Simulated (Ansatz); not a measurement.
One change: `C=CCC=O` becomes `C=CCCl`.

Ansatz, PBE0-D4/def2-TZVP geometries, multiplicity 1. Each molecule was computed in one conformer, which needn't be the lowest.

```tsv
property	`C=CCC=O`
size of the dipole moment (ωB97M-V/def2-TZVPP) / D	2.70
size of the dipole moment (B3LYP/def2-TZVPP) / D	2.70
HOMO–LUMO gap (PBE/def2-TZVPP) / eV	3.79
size of the dipole moment (PBE/def2-TZVPP) / D	2.52
HOMO–LUMO gap (ωB97M-V/def2-TZVPP) / eV	11.01
LUMO energy (PBE/def2-TZVPP) / eV	-2.05
```

**Question.** Give the same properties after the change, and the shifts. (Estimate.)

**Answer.** Computed: 
```csv
property,`C=CCCl`,shift
size of the dipole moment (ωB97M-V/def2-TZVPP) / D,1.91,-0.79
size of the dipole moment (B3LYP/def2-TZVPP) / D,1.91,-0.79
HOMO–LUMO gap (PBE/def2-TZVPP) / eV,5.28,1.49
size of the dipole moment (PBE/def2-TZVPP) / D,1.83,-0.69
HOMO–LUMO gap (ωB97M-V/def2-TZVPP) / eV,11.88,0.87
LUMO energy (PBE/def2-TZVPP) / eV,-1.47,0.58
```

With PBE0 the HOMO falls by 0.62 eV and the LUMO rises by 0.45 eV, so the gap widens by about 1.07 eV. PBE moves the HOMO by -0.92 eV and ωB97M-V by -0.54 eV. Dipoles are sizes alone; their direction can turn.

B3LYP here is the variant with VWN-RPA as its local correlation; programs differ in this.
